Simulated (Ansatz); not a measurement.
# Molecular dynamics of H7NSSi

Input file:

```yaml
crystal:
  periodic: [false, false, false]
  atoms:
    - { symbol: Si, position_ang: [-0.2733, -0.5534, 0.028] }
    - { symbol: S, position_ang: [1.6563, 1.0704, 0.1122] }
    - { symbol: H, position_ang: [0.3156, -1.6155, -0.7631] }
    - { symbol: H, position_ang: [-1.0032, -0.2326, 1.2434] }
    - { symbol: "N", position_ang: [-1.3686, 0.102, -1.1267] }
    - { symbol: H, position_ang: [1.6896, -0.3891, 1.1626] }
    - { symbol: H, position_ang: [1.0301, -1.1045, 1.2642] }
    - { symbol: H, position_ang: [1.1475, 1.7921, 1.102] }
    - { symbol: H, position_ang: [-2.0123, 0.8468, -0.9057] }
    - { symbol: H, position_ang: [-1.1818, 0.0839, -2.1169] }
magnetization:
  spin_polarized: true
basis:
  gaussian: { orbitals: "6-31G*" }
hamiltonian:
  xc: hf
md:
  timestep: 0.5
  n_steps: 150
  ensemble: nve
  temperature: 1000.0
  initial_velocities: maxwell_boltzmann
  seed: 713358
```

Run as:

```bash
$ ansatz run input.yaml --threads 1 --pin off --max-ram 2048MiB --backend cpu --events-out ev --progress --plain --runs-dir out
```

It starts from a rough guess of a transition structure, not a stationary point.

Output, in part (one step line in 6, the closing report, with atoms numbered from 0):

```
md step     0: t =     0.00 fs  T =  1000.0 K  F+E_penalty+E_count = -20268.04914163 eV  E_kin = 1.034080 eV  conserved = -20267.01506164 eV  (44 SCF iters)
md step     6: t =     3.00 fs  T =  1873.0 K  F+E_penalty+E_count = -20268.95670218 eV  E_kin = 1.936845 eV  conserved = -20267.01985753 eV  (36 SCF iters)
md step    12: t =     6.00 fs  T =  2529.3 K  F+E_penalty+E_count = -20269.64351424 eV  E_kin = 2.615488 eV  conserved = -20267.02802578 eV  (39 SCF iters)
md step    18: t =     9.00 fs  T =  2655.0 K  F+E_penalty+E_count = -20269.75954830 eV  E_kin = 2.745507 eV  conserved = -20267.01404166 eV  (42 SCF iters)
md step    24: t =    12.00 fs  T =  2820.3 K  F+E_penalty+E_count = -20269.92354498 eV  E_kin = 2.916434 eV  conserved = -20267.00711117 eV  (38 SCF iters)
md step    30: t =    15.00 fs  T =  2780.8 K  F+E_penalty+E_count = -20269.88657370 eV  E_kin = 2.875566 eV  conserved = -20267.01100797 eV  (40 SCF iters)
md step    36: t =    18.00 fs  T =  3446.9 K  F+E_penalty+E_count = -20270.59039586 eV  E_kin = 3.564393 eV  conserved = -20267.02600263 eV  (38 SCF iters)
md step    42: t =    21.00 fs  T =  3783.8 K  F+E_penalty+E_count = -20270.94449647 eV  E_kin = 3.912732 eV  conserved = -20267.03176462 eV  (38 SCF iters)
md step    48: t =    24.00 fs  T =  3410.3 K  F+E_penalty+E_count = -20270.53632806 eV  E_kin = 3.526495 eV  conserved = -20267.00983258 eV  (34 SCF iters)
md step    54: t =    27.00 fs  T =  3472.9 K  F+E_penalty+E_count = -20270.59860877 eV  E_kin = 3.591214 eV  conserved = -20267.00739474 eV  (36 SCF iters)
md step    60: t =    30.00 fs  T =  3180.3 K  F+E_penalty+E_count = -20270.30374994 eV  E_kin = 3.288727 eV  conserved = -20267.01502328 eV  (37 SCF iters)
md step    66: t =    33.00 fs  T =  3059.5 K  F+E_penalty+E_count = -20270.18515496 eV  E_kin = 3.163742 eV  conserved = -20267.02141337 eV  (39 SCF iters)
md step    72: t =    36.00 fs  T =  3143.3 K  F+E_penalty+E_count = -20270.28188228 eV  E_kin = 3.250470 eV  conserved = -20267.03141222 eV  (36 SCF iters)
md step    78: t =    39.00 fs  T =  2873.0 K  F+E_penalty+E_count = -20269.98400966 eV  E_kin = 2.970953 eV  conserved = -20267.01305645 eV  (39 SCF iters)
md step    84: t =    42.00 fs  T =  3015.8 K  F+E_penalty+E_count = -20270.12219389 eV  E_kin = 3.118570 eV  conserved = -20267.00362373 eV  (36 SCF iters)
md step    90: t =    45.00 fs  T =  3126.6 K  F+E_penalty+E_count = -20270.24772662 eV  E_kin = 3.233187 eV  conserved = -20267.01453966 eV  (38 SCF iters)
md step    96: t =    48.00 fs  T =  3338.6 K  F+E_penalty+E_count = -20270.47795932 eV  E_kin = 3.452340 eV  conserved = -20267.02561934 eV  (37 SCF iters)
md step   102: t =    51.00 fs  T =  3322.6 K  F+E_penalty+E_count = -20270.46391824 eV  E_kin = 3.435801 eV  conserved = -20267.02811724 eV  (38 SCF iters)
md step   108: t =    54.00 fs  T =  3196.0 K  F+E_penalty+E_count = -20270.31583210 eV  E_kin = 3.304888 eV  conserved = -20267.01094397 eV  (42 SCF iters)
md step   114: t =    57.00 fs  T =  3451.9 K  F+E_penalty+E_count = -20270.57666314 eV  E_kin = 3.569490 eV  conserved = -20267.00717306 eV  (37 SCF iters)
md step   120: t =    60.00 fs  T =  3270.1 K  F+E_penalty+E_count = -20270.39378523 eV  E_kin = 3.381503 eV  conserved = -20267.01228238 eV  (41 SCF iters)
md step   126: t =    63.00 fs  T =  3388.7 K  F+E_penalty+E_count = -20270.52684943 eV  E_kin = 3.504172 eV  conserved = -20267.02267713 eV  (39 SCF iters)
md step   132: t =    66.00 fs  T =  3327.9 K  F+E_penalty+E_count = -20270.47253450 eV  E_kin = 3.441298 eV  conserved = -20267.03123678 eV  (43 SCF iters)
md step   138: t =    69.00 fs  T =  2787.1 K  F+E_penalty+E_count = -20269.89212870 eV  E_kin = 2.882059 eV  conserved = -20267.01007007 eV  (41 SCF iters)
md step   144: t =    72.00 fs  T =  2927.8 K  F+E_penalty+E_count = -20270.03130387 eV  E_kin = 3.027546 eV  conserved = -20267.00375821 eV  (38 SCF iters)
md step   150: t =    75.00 fs  T =  3028.6 K  F+E_penalty+E_count = -20270.14665566 eV  E_kin = 3.131804 eV  conserved = -20267.01485188 eV  (44 SCF iters)
Total energy: -20270.14665566 eV, -744.9141499966 hartree
Atom 0 at    -0.229076    -0.428514    -0.303601 Å, force     1.420172     2.303205     1.856922 eV/Å
Atom 1 at     1.577584     1.268914    -0.127062 Å, force    -1.573677    -1.357865    -0.395518 eV/Å
Atom 2 at     0.587974    -1.628555    -0.586359 Å, force    -0.799728     0.089537    -0.646279 eV/Å
Atom 3 at    -0.717394    -0.441459     1.101548 Å, force     0.336869    -0.236705    -0.304750 eV/Å
Atom 4 at    -1.622058     0.184087    -1.134851 Å, force     0.652031     0.671080     0.198711 eV/Å
Atom 5 at     3.496915    -5.599987     9.488589 Å, force    -1.434689    -3.465526     0.678007 eV/Å
Atom 6 at     3.165741    -6.399933     9.645102 Å, force     1.434688     3.465530    -0.678018 eV/Å
Atom 7 at     1.835036     1.219702     1.181110 Å, force    -0.243308    -0.187350    -0.136608 eV/Å
Atom 8 at    -1.858585     1.115850    -0.751903 Å, force     0.106302    -1.325909    -0.615435 eV/Å
Atom 9 at    -1.730742     0.181387    -2.129363 Å, force     0.101340     0.044004     0.042968 eV/Å
Dipole moment:    -0.526622    -0.330705    -0.168028 e Å
```

The run went to its last step. The conserved energy stayed within 1.7 meV per atom of its start (net change 0.021 meV per atom), so there is no drift, though single steps change it by up to 22 meV in the whole system, a sign of fast motions only just resolved. The system heated up, since it started high on the potential surface and ran downhill. A run of 0.075 ps of so small a system gives no equilibrium averages. The orbitals stay closed-shell, which can raise the energy where a bond breaks towards radicals; this wasn't checked here.

The step under study would form Si1–H7, S2–H6 and break Si1–S2, H6–H7. These pairs go: Si1–H7 1.88 → 12.09 Å, S2–H6 1.80 → 11.97 Å, Si1–S2 2.52 → 2.49 Å, H6–H7 0.98 → 0.88 Å. In the last frame they stand as before the step (other bonds may differ from the relaxed reactants and products). These pairs come and go: their bonding changes 19 times, last at 70 of 75 fs, so the outcome isn't settled. It ends as H2 + H5NSSi. Pairs count as bonded within 1.25 times the sum of covalent radii (0.12 Å more for H–H).

Last frame:

```xyz
10
Properties=species:S:1:pos:R:3
Si -0.229 -0.428 -0.304
S 1.578 1.269 -0.127
H 0.588 -1.629 -0.586
H -0.717 -0.442 1.101
N -1.622 0.184 -1.135
H 3.497 -5.600 9.489
H 3.166 -6.400 9.645
H 1.835 1.220 1.181
H -1.859 1.116 -0.752
H -1.731 0.181 -2.129
```

Time of the run: 3.4 min on 1 thread of AMD EPYC 7R13 Processor (Zen 3), with other jobs on the host, peak memory 0.15 GiB.
